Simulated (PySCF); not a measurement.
PySCF input (M06-2X/def2-TZVPD):

```python
from pyscf import gto, scf, dft

mol = gto.M(
    atom='''
    O    -1.05124578   -0.53895713   -0.04517009
    C     0.22159526    0.58565329    0.00865797
    O     1.25638181    0.13571604    0.12856953
    H    -0.77813459   -1.47076695   -0.15085754
    H    -0.30730441    1.53440276   -0.05254589
    H    -1.88522068   -0.35162684   -0.51573992
    ''',
    basis='def2-tzvpd',
    charge=1,
    spin=0,
    verbose=4,
)

mf = dft.RKS(mol, xc='m062x').density_fit(auxbasis='def2-universal-jkfit')
mf.grids.level = 4
mf.conv_tol = 1e-9
mf.max_cycle = 100
mf.max_memory = 1500
mf.kernel()
if not mf.converged:
    mf = mf.newton()
    mf.kernel(mf.make_rdm1())
mf.analyze()
```

Output:

```
PySCF version 2.14.0

[INPUT] verbose = 4
[INPUT] num. atoms = 6
[INPUT] num. electrons = 24
[INPUT] charge = 1
[INPUT] spin (= nelec alpha-beta = 2S) = 0
[INPUT] symmetry False subgroup None
[INPUT] Mole.unit = angstrom
[INPUT] Symbol           X                Y                Z      unit          X                Y                Z       unit  Magmom
[INPUT]  1 O     -1.051245780000  -0.538957130000  -0.045170090000 AA   -1.986566613805  -1.018481368582  -0.085359099122 Bohr   0.0
[INPUT]  2 C      0.221595260000   0.585653290000   0.008657970000 AA    0.418754351902   1.106724322050   0.016361192095 Bohr   0.0
[INPUT]  3 O      1.256381810000   0.135716040000   0.128569530000 AA    2.374217528785   0.256466146311   0.242961199664 Bohr   0.0
[INPUT]  4 H     -0.778134590000  -1.470766950000  -0.150857540000 AA   -1.470461263151  -2.779346728562  -0.285079434426 Bohr   0.0
[INPUT]  5 H     -0.307304410000   1.534402760000  -0.052545890000 AA   -0.580721171771   2.899600981177  -0.099297341072 Bohr   0.0
[INPUT]  6 H     -1.885220680000  -0.351626840000  -0.515739920000 AA   -3.562550769566  -0.664478425646  -0.974607200305 Bohr   0.0

nuclear repulsion = 73.2748778938849
number of shells = 56
number of NR pGTOs = 195
number of NR cGTOs = 144
basis = def2-tzvpd
ecp = {}

******** <class 'pyscf.df.df_jk.DFRKS'> ********
method = DFRKS
initial guess = minao
damping factor = 0
level_shift factor = 0
DIIS = <class 'pyscf.scf.diis.CDIIS'>
diis_start_cycle = 1
diis_space = 8
diis_damp = 0
SCF conv_tol = 1e-09
SCF conv_tol_grad = None
SCF max_cycles = 100
direct_scf = False
XC library pyscf.dft.libxc version 7.1.2
    S. Lehtola, C. Steigemann, M. J. T. Oliveira, and M. A. L. Marques,  SoftwareX 7, 1–5 (2018)
XC functionals = m062x
    Y. Zhao and D. G. Truhlar,  Theor. Chem. Acc. 120, 215 (2008)
    Y. Zhao and D. G. Truhlar,  Theor. Chem. Acc. 120, 215 (2008)
radial grids:
    Treutler-Ahlrichs [JCP 102, 346 (1995); DOI:10.1063/1.469408] (M4) radial grids

becke partition: Becke, JCP 88, 2547 (1988); DOI:10.1063/1.454033
pruning grids: <function nwchem_prune>
grids dens level: 4
symmetrized grids: False
atomic radii adjust function: <function treutler_atomic_radii_adjust>
small_rho_cutoff = 0
Set gradient conv threshold to 3.16228e-05
Initial guess from minao.
tot grids = 132256
******** <class 'pyscf.df.df.DF'> ********
auxbasis = def2-universal-jkfit
init E= -190.667082073787
  HOMO = -0.424426718882717  LUMO = -0.054905851621136  gap/eV = 10.05517
cycle= 1 E= -189.890246409305  delta_E= 0.777  |g|= 0.782  |ddm|= 1.66
  HOMO = -0.626773700840573  LUMO = -0.273843902410218  gap/eV = 9.60371
[...]
cycle= 10 E= -190.025500848709  delta_E= -6.1e-10  |g|= 8.45e-06  |ddm|= 5.34e-05
  HOMO = -0.686819445009323  LUMO = -0.244087158383696  gap/eV = 12.04736
Extra cycle  E= -190.025500848724  delta_E= -1.52e-11  |g|= 6.62e-06  |ddm|= 1.01e-05
converged SCF energy = -190.025500848724
**** SCF Summaries ****
Total Energy =                        -190.025500848724477
Nuclear Repulsion Energy =              73.274877893884906
One-electron Energy =                 -397.723763927945186
Two-electron Energy =                  134.423385185335832
Two-electron Coulomb Energy =          157.706970795159691
DFT Exchange-Correlation Energy =      -23.283585609823863
HOMO-LUMO gap [eV] =                    12.047359154887236
**** MO energy ****
MO #1   energy= -19.9722239661339  occ= 2
MO #2   energy= -19.9569709905921  occ= 2
MO #3   energy= -10.9721048211934  occ= 2
MO #4   energy= -1.5290422739497   occ= 2
MO #5   energy= -1.46621786886552  occ= 2
MO #6   energy= -1.01031054554342  occ= 2
MO #7   energy= -0.948458835290722 occ= 2
MO #8   energy= -0.876291914979063 occ= 2
MO #9   energy= -0.844344310815821 occ= 2
MO #10  energy= -0.801080493419725 occ= 2
MO #11  energy= -0.737993972079572 occ= 2
MO #12  energy= -0.686819445009323 occ= 2
MO #13  energy= -0.244087158383696 occ= 0
MO #14  energy= -0.207349871015076 occ= 0
MO #15  energy= -0.172945486413969 occ= 0
MO #16  energy= -0.136674516117093 occ= 0
MO #17  energy= -0.114349721832504 occ= 0
MO #18  energy= -0.10582622996221  occ= 0
MO #19  energy= -0.0900676670955295 occ= 0
MO #20  energy= -0.0720111961618187 occ= 0
MO #21  energy= -0.0502084716838832 occ= 0
MO #22  energy= -0.0493134093795477 occ= 0
MO #23  energy= -0.0292526097851939 occ= 0
MO #24  energy= -0.0231750071472864 occ= 0
MO #25  energy= -0.00107522866828091 occ= 0
MO #26  energy= 0.019640891781421  occ= 0
MO #27  energy= 0.0499165994020491 occ= 0
MO #28  energy= 0.052635439989972  occ= 0
MO #29  energy= 0.0633937900116394 occ= 0
MO #30  energy= 0.0700250757768424 occ= 0
MO #31  energy= 0.0890617701927233 occ= 0
MO #32  energy= 0.0928714279916777 occ= 0
MO #33  energy= 0.108080192622427  occ= 0
MO #34  energy= 0.118638641374444  occ= 0
MO #35  energy= 0.133536839788409  occ= 0
MO #36  energy= 0.141946871317669  occ= 0
MO #37  energy= 0.154587492532656  occ= 0
MO #38  energy= 0.166473969304332  occ= 0
MO #39  energy= 0.187540397259648  occ= 0
MO #40  energy= 0.200883446705231  occ= 0
MO #41  energy= 0.212900062560012  occ= 0
MO #42  energy= 0.227469260293998  occ= 0
MO #43  energy= 0.2683358919223    occ= 0
MO #44  energy= 0.284599595947522  occ= 0
MO #45  energy= 0.297785260165109  occ= 0
MO #46  energy= 0.310167736834234  occ= 0
MO #47  energy= 0.332237643728125  occ= 0
MO #48  energy= 0.34492461739816   occ= 0
MO #49  energy= 0.362305831570553  occ= 0
MO #50  energy= 0.366611641588873  occ= 0
MO #51  energy= 0.393294792389945  occ= 0
MO #52  energy= 0.425144573318022  occ= 0
MO #53  energy= 0.448949209508207  occ= 0
MO #54  energy= 0.460094246562415  occ= 0
MO #55  energy= 0.495942675414     occ= 0
MO #56  energy= 0.535133571832837  occ= 0
MO #57  energy= 0.561894564171944  occ= 0
MO #58  energy= 0.58147693854764   occ= 0
MO #59  energy= 0.61090438848472   occ= 0
MO #60  energy= 0.667648132333526  occ= 0
MO #61  energy= 0.672194786614072  occ= 0
MO #62  energy= 0.691755064702414  occ= 0
MO #63  energy= 0.715949806187592  occ= 0
MO #64  energy= 0.725554136205474  occ= 0
MO #65  energy= 0.773978558453558  occ= 0
MO #66  energy= 0.787815654308723  occ= 0
MO #67  energy= 0.866239352873112  occ= 0
MO #68  energy= 0.909250733007958  occ= 0
MO #69  energy= 0.977713908083732  occ= 0
MO #70  energy= 1.02135998951128   occ= 0
MO #71  energy= 1.1288878883081    occ= 0
MO #72  energy= 1.36951144063788   occ= 0
MO #73  energy= 1.37712519748019   occ= 0
MO #74  energy= 1.39554091298388   occ= 0
MO #75  energy= 1.4310744066093    occ= 0
MO #76  energy= 1.44159298579849   occ= 0
MO #77  energy= 1.46199292167727   occ= 0
MO #78  energy= 1.52046312487751   occ= 0
MO #79  energy= 1.5392084362799    occ= 0
MO #80  energy= 1.59642842255776   occ= 0
MO #81  energy= 1.64907232532657   occ= 0
MO #82  energy= 1.65513841889248   occ= 0
MO #83  energy= 1.7010045831278    occ= 0
MO #84  energy= 1.80510591681215   occ= 0
MO #85  energy= 1.82020310282974   occ= 0
MO #86  energy= 1.94247452224171   occ= 0
MO #87  energy= 1.99430175411188   occ= 0
MO #88  energy= 2.06265211279076   occ= 0
MO #89  energy= 2.11619664343934   occ= 0
MO #90  energy= 2.1684475840848    occ= 0
MO #91  energy= 2.20323236961429   occ= 0
MO #92  energy= 2.23275107602704   occ= 0
MO #93  energy= 2.38101596219504   occ= 0
MO #94  energy= 2.45360443993532   occ= 0
MO #95  energy= 2.49711539906528   occ= 0
MO #96  energy= 2.527089300764     occ= 0
MO #97  energy= 2.56582148673851   occ= 0
MO #98  energy= 2.62840036865027   occ= 0
MO #99  energy= 2.67184198513825   occ= 0
MO #100 energy= 2.71345455344694   occ= 0
MO #101 energy= 2.75464150696991   occ= 0
MO #102 energy= 2.82618268187625   occ= 0
MO #103 energy= 2.88134572630587   occ= 0
MO #104 energy= 2.89756319429153   occ= 0
MO #105 energy= 2.93553328722158   occ= 0
MO #106 energy= 2.96668701681532   occ= 0
MO #107 energy= 3.01248332927914   occ= 0
[...]
```

It need not be the lowest isomer of its formula.
